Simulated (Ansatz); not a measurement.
How close CCSD(T) comes to the exact answer in a basis

Each species is computed at the geometry given (Å), with frozen cores, in Ansatz 0.2.0: RHF-CCSD(T) for singlets, UHF-CCSD(T) otherwise, and full CI in the same basis. The program picks the determinant by a search with trial CCSD, so it needn't be the lowest Hartree–Fock solution. States: LiO doublet Π, BC⁺ triplet Σ⁻ or Δ, HGeNa singlet A'. Cases whose determinant has another symmetry than full CI's state, or lies over 0.5 eV above the lowest of its kind, whose (Q) step broke down or whose higher cluster runs on it stay over 0.1 eV above full CI weren't drawn. No relativity is included.

**Question.** Judging by size, spin and bonding and the diagnostics given, rank them by the size of CCSD(T)'s error in total energy against full CI in the same basis, smallest first (an estimate).
A. BC⁺, triplet, cc-pVDZ: B 0.000 0.000 0.000; C 0.000 0.000 1.489. T1 0.068, (T) -151 meV in a correlation energy of -3.08 eV
B. HGeNa, singlet, 6-31G: Ge 0.000 -0.555 1.371; Na 0.000 -0.496 -2.648; H 0.000 1.051 1.277. T1 0.062, (T) -52 meV in a correlation energy of -2.16 eV
C. LiO, doublet, cc-pVDZ: O 0.000 0.000 0.000; Li 0.000 0.000 1.681. T1 0.021, (T) -70 meV in a correlation energy of -4.57 eV

**Answer.** B (10.7 meV), C (19.1 meV), A (158.4 meV).

```csv
species,basis,correlated electrons,CCSD(T) − full CI (meV),CCSDT(Q) − full CI (meV),unpaired electrons (full CI),T1,⟨S²⟩ of the determinant
"HGeNa, singlet",6-31G,6,10.7,1.2,0.54,0.062,0.00
"LiO, doublet",cc-pVDZ,7,19.1,-1.8,1.02,0.021,0.76
"BC⁺, triplet",cc-pVDZ,6,158.4*,3.0,2.74,0.068,2.94
```

Unpaired electrons are Σ n²(2−n)² over natural occupations; an open shell counts its own unpaired electrons too. Frozen cores follow each run's orbitals, which moves totals by a few meV. No single determinant describes BC⁺, triplet well, by full CI's occupations. RHF is unstable for HGeNa, singlet in 6-31G: UHF reaches ⟨S²⟩ = 0.92. An asterisk marks runs whose energy the program itself flagged as in doubt.
